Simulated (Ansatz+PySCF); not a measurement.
A calculation with Ansatz (development build ahead of 0.2.0).

```yaml
crystal:
  periodic: [false, false, false]
  atoms:
    - { symbol: C, position_ang: [0.0, 0.0, -0.66531] }
    - { symbol: C, position_ang: [0.0, 0.0, 1.99593] }
    - { symbol: H, position_ang: [0.0, -0.93114, -1.24031] }
    - { symbol: H, position_ang: [0.0, 0.93114, -1.24031] }
    - { symbol: H, position_ang: [0.0, -0.93114, 2.57094] }
    - { symbol: H, position_ang: [0.0, 0.93114, 2.57094] }
basis:
  gaussian: { orbitals: cc-pVDZ }
hamiltonian:
  xc: pbe0
output:
  forces: true
```

The input is written out in the form of the current development build from the run's settings.

The run gave:

| Quantity | Value |
| --- | --- |
| Converged | yes |
| Total energy | -78.13729 hartree |
| Spin squared of the determinant | 0.000 |
| Stability test | minimum among restricted orbitals |

Forces (eV/Å):
```csv
atom,Fx,Fy,Fz
C1,0.000,0.000,3.155
C2,0.000,0.000,-3.155
H3,0.000,-0.547,0.766
H4,0.000,0.547,0.766
H5,0.000,-0.547,-0.766
H6,0.000,0.547,-0.766
```

Caution: an unrestricted determinant lies well below.
